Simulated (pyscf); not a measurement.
**Routes from `[F][SiH2][O][SiH3]` + `[OH][SiH3]`**

Candidate steps break at most two bonds and form at most two. Each was searched with GFN2-xTB (tblite) first. Single points on ωB97X-D3(BJ)/def2-SVP structures (PySCF, gas phase). Energies: ωB97M-D3(BJ)/def2-TZVP, kcal/mol, from the separated reactants, singlet surface; ΔG‡ with ideal gas, 1 atm, RRHO with modes under 100 cm⁻¹ raised to 100, one conformer, R ln 2 for chiral ones without a mode under 150 cm⁻¹.

```tsv
products	type	ΔE‡	ΔE	ΔG‡ 298 K	ΔG‡ 900 K	ν‡ (cm⁻¹)
H₃Si–O–SiH₂–O–SiH₃ + HF	four-centre exchange	23.9	+6.5	36.6	63.4	539i
F–SiH₂–O–SiH₂–O–SiH₃ + H₂	four-centre exchange	31.1	-26.4	43.0	70.0	1201i
```

Row 1: On the reactant side the descent ends in a complex (not fully relaxed), 4.9 kcal/mol under the separated species and 27.4 kcal/mol under the saddle at ωB97X-D3(BJ)/def2-TZVP. On the product side the descent ends in a complex, 6.8 kcal/mol under the separated species and 24.7 kcal/mol under the saddle at ωB97X-D3(BJ)/def2-TZVP. Row 2: On the reactant side the descent ends in a complex (not fully relaxed), 6.1 kcal/mol under the separated species and 36.0 kcal/mol under the saddle at ωB97X-D3(BJ)/def2-TZVP. 

Plain bond fissions and candidates not yet searched are not listed, and one of them may be faster. Each barrier is that of the saddle found; lower ones may exist.
